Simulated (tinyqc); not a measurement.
Inside a calculation (part 2 of 2). Method: ROHF in the sto-6g basis, for OH+, spin multiplicity 3. Computed by tinyqc, a small Python program that keeps every step (integrals from PySCF). Command: `OMP_NUM_THREADS=1 python tinyqc.py 24857 24858 out.jsonl` (the two numbers bound the seeds that draw the settings). One thread of a shared host (Intel(R) Xeon(R) Processor @ 2.60GHz), about 0.1 s of CPU time with the checks.

Geometry (angstrom):

| atom | x | y | z |
|---|---|---|---|
| O | 0.000000 | 0.000000 | 0.000000 |
| H | 0.000000 | 0.000000 | 1.118000 |

## Iteration 3: DIIS over 3 matrices

error matrix X^T (FDS - SDF) X:
```
           1          2         3         4          5          6
1   0.000000  -0.000522  0.000000  0.000000  -0.002211   0.003584
2   0.000522   0.000000  0.000000  0.000000   0.010641  -0.015933
3   0.000000   0.000000  0.000000  0.000000   0.000000   0.000000
4   0.000000   0.000000  0.000000  0.000000   0.000000   0.000000
5   0.002211  -0.010641  0.000000  0.000000   0.000000   0.005588
6  -0.003584   0.015933  0.000000  0.000000  -0.005588   0.000000
```

B (overlaps of the stored error matrices), lower triangle:
```
               1              2              3
1  1.0144092e+00
2  1.6330180e-01  4.4395850e-02
3  2.1832901e-02  5.8337412e-03  8.3270617e-04
```

Minimise |sum c_i e_i|^2 with sum c_i = 1: solve [B -1; -1 0][c; lambda] = [0; -1] with B_ij = tr e_i^T e_j, and take F = sum c_i F_i.

DIIS coefficients: -0.001595  -0.142526  1.144121

extrapolated F (hartree), lower triangle:
```
             1O 1s      1O 2s     1O 2px     1O 2py     1O 2pz      2H 1s
1O 1s   -21.394213
1O 2s    -5.147452  -2.906611
1O 2px    0.000000   0.000000  -0.718391
1O 2py    0.000000   0.000000   0.000000  -0.718391
1O 2pz   -0.017066  -0.092845   0.000000   0.000000  -1.006082
2H 1s    -0.859615  -0.970078   0.000000   0.000000  -0.662226  -0.819600
```

## Iteration 3: diagonalisation and new density

X, lower triangle:
```
            1O 1s      1O 2s    1O 2px    1O 2py     1O 2pz     2H 1s
1O 1s    1.021629
1O 2s   -0.126346   1.089999
1O 2px   0.000000   0.000000  1.000000
1O 2py   0.000000   0.000000  0.000000  1.000000
1O 2pz  -0.005797   0.059683  0.000000  0.000000   1.051519
2H 1s    0.018411  -0.231029  0.000000  0.000000  -0.200111  1.118557
```

Diagonalise F' = X^T F X, C = X C', fill 5 alpha and 3 beta electrons from the bottom; D(s) = C_occ C_occ^T. Each column has its largest component positive (the first on a tie).

F' = X^T F X (hartree), lower triangle:
```
            1          2          3          4          5          6
1  -21.075163
2   -2.492865  -1.979582
3    0.000000   0.000000  -0.718391
4    0.000000   0.000000   0.000000  -0.718391
5   -0.029175   0.031951   0.000000   0.000000  -0.864323
6   -0.112026  -0.411144   0.000000   0.000000  -0.458005  -0.430380
```

orbital energies (hartree): MO1 -21.396548, MO2 -1.785991, MO3 -1.105885, MO4 -0.718391, MO5 -0.718391, MO6 -0.061024

coefficients C:
```
              MO1        MO2        MO3        MO4       MO5        MO6
1O 1s    0.997286  -0.238291   0.063496   0.000000  0.000000   0.068320
1O 2s    0.011936   0.968267  -0.328599   0.000000  0.000000  -0.464044
1O 2px   0.000000   0.000000   0.000000  -0.015329  0.999882   0.000000
1O 2py   0.000000   0.000000   0.000000   0.999882  0.015329   0.000000
1O 2pz   0.001750   0.119409   0.805223   0.000000  0.000000  -0.697629
2H 1s   -0.002715   0.108728   0.373779   0.000000  0.000000   1.092423
```

D(alpha) after iteration 3, lower triangle:
```
            1O 1s      1O 2s    1O 2px    1O 2py    1O 2pz     2H 1s
1O 1s    1.055393
1O 2s   -0.239691   1.045662
1O 2px   0.000000   0.000000  1.000000
1O 2py   0.000000   0.000000  0.000000  1.000000
1O 2pz   0.024420  -0.148955  0.000000  0.000000  0.662646
2H 1s   -0.004883  -0.017578  0.000000  0.000000  0.313954  0.151540
```

D(beta) after iteration 3, lower triangle:
```
            1O 1s      1O 2s    1O 2px    1O 2py    1O 2pz     2H 1s
1O 1s    1.055393
1O 2s   -0.239691   1.045662
1O 2px   0.000000   0.000000  0.000000
1O 2py   0.000000   0.000000  0.000000  0.000000
1O 2pz   0.024420  -0.148955  0.000000  0.000000  0.662646
2H 1s   -0.004883  -0.017578  0.000000  0.000000  0.313954  0.151540
```

Within a degenerate level the vectors are fixed only up to a rotation; this is one choice.

## Iteration 7 (converged): orbitals

converged F (hartree), lower triangle:
```
             1O 1s      1O 2s     1O 2px     1O 2py     1O 2pz      2H 1s
1O 1s   -21.390756
1O 2s    -5.146809  -2.904965
1O 2px    0.000000   0.000000  -0.716685
1O 2py    0.000000   0.000000   0.000000  -0.716685
1O 2pz   -0.016932  -0.093460   0.000000   0.000000  -1.005648
2H 1s    -0.859488  -0.969452   0.000000   0.000000  -0.661545  -0.818683
```

As before.

F' = X^T F X (hartree), lower triangle:
```
            1          2          3          4          5          6
1  -21.071695
2   -2.492797  -1.978105
3    0.000000   0.000000  -0.716685
4    0.000000   0.000000   0.000000  -0.716685
5   -0.028944   0.031081   0.000000   0.000000  -0.864181
6   -0.112043  -0.410777   0.000000   0.000000  -0.457265  -0.429811
```

orbital energies (hartree): MO1 -21.393094, MO2 -1.784538, MO3 -1.104709, MO4 -0.716685, MO5 -0.716685, MO6 -0.061451

coefficients C:
```
              MO1        MO2        MO3       MO4        MO5        MO6
1O 1s    0.997284  -0.238262   0.063679  0.000000   0.000000   0.068285
1O 2s    0.011946   0.968109  -0.329212  0.000000   0.000000  -0.463939
1O 2px   0.000000   0.000000   0.000000  0.038018   0.999277   0.000000
1O 2py   0.000000   0.000000   0.000000  0.999277  -0.038018   0.000000
1O 2pz   0.001745   0.120326   0.805488  0.000000   0.000000  -0.697166
2H 1s   -0.002716   0.108744   0.373101  0.000000   0.000000   1.092653
```

D(alpha) after iteration 7, lower triangle:
```
            1O 1s      1O 2s    1O 2px    1O 2py    1O 2pz     2H 1s
1O 1s    1.055398
1O 2s   -0.239714   1.045759
1O 2px   0.000000   0.000000  1.000000
1O 2py   0.000000   0.000000  0.000000  1.000000
1O 2pz   0.024363  -0.148667  0.000000  0.000000  0.663292
2H 1s   -0.004860  -0.017586  0.000000  0.000000  0.313608  0.151037
```

D(beta) after iteration 7, lower triangle:
```
            1O 1s      1O 2s    1O 2px    1O 2py    1O 2pz     2H 1s
1O 1s    1.055398
1O 2s   -0.239714   1.045759
1O 2px   0.000000   0.000000  0.000000
1O 2py   0.000000   0.000000  0.000000  0.000000
1O 2pz   0.024363  -0.148667  0.000000  0.000000  0.663292
2H 1s   -0.004860  -0.017586  0.000000  0.000000  0.313608  0.151037
```

Within a degenerate level the vectors are fixed only up to a rotation; this is one choice.

## Convergence

Stop when the energy changes by less than 1e-09 hartree and every element of the error matrix X^T (F D S - S D F) X is below 9e-06.

Course of the cycle:

| iteration | E (hartree) | change | largest element of the error matrix |
|---|---|---|---|
| 1 | -74.60768391 | - | 4.84e-01 |
| 2 | -74.73875121 | -1.31e-01 | 9.68e-02 |
| 3 | -74.75031347 | -1.16e-02 | 1.59e-02 |
| 4 | -74.75049864 | -1.85e-04 | 1.16e-03 |
| 5 | -74.75049941 | -7.71e-07 | 1.16e-04 |
| 6 | -74.75049942 | -7.98e-09 | 5.35e-06 |
| 7 | -74.75049942 | -1.68e-11 | 1.42e-09 |

PySCF ROHF in the same basis = -74.75049942 hartree

Converged in 7 iterations.

## Populations, bond orders and dipole

overlap S, lower triangle:
```
           1O 1s     1O 2s    1O 2px    1O 2py    1O 2pz     2H 1s
1O 1s   1.000000
1O 2s   0.231145  1.000000
1O 2px  0.000000  0.000000  1.000000
1O 2py  0.000000  0.000000  0.000000  1.000000
1O 2pz  0.000000  0.000000  0.000000  0.000000  1.000000
2H 1s   0.038282  0.378003  0.000000  0.000000  0.333216  1.000000
```

Mulliken: Z minus the diagonal of D S on the atom; Loewdin: the same with S^(1/2) D S^(1/2); Mayer order: 2 sum_s sum (D(s) S)_ij (D(s) S)_ji over the two atoms.

Charges (e):

| atom | Mulliken | Loewdin | Mulliken spin |
|---|---|---|---|
| 1O | 0.497406 | 0.575567 | 2.000000 |
| 2H | 0.502594 | 0.424433 | 0.000000 |

Mayer bond orders:

| pair | order |
|---|---|
| 2-1 | 0.747399 |

dipole moment about the origin, x y z (debye): 0.000000  0.000000  3.035770
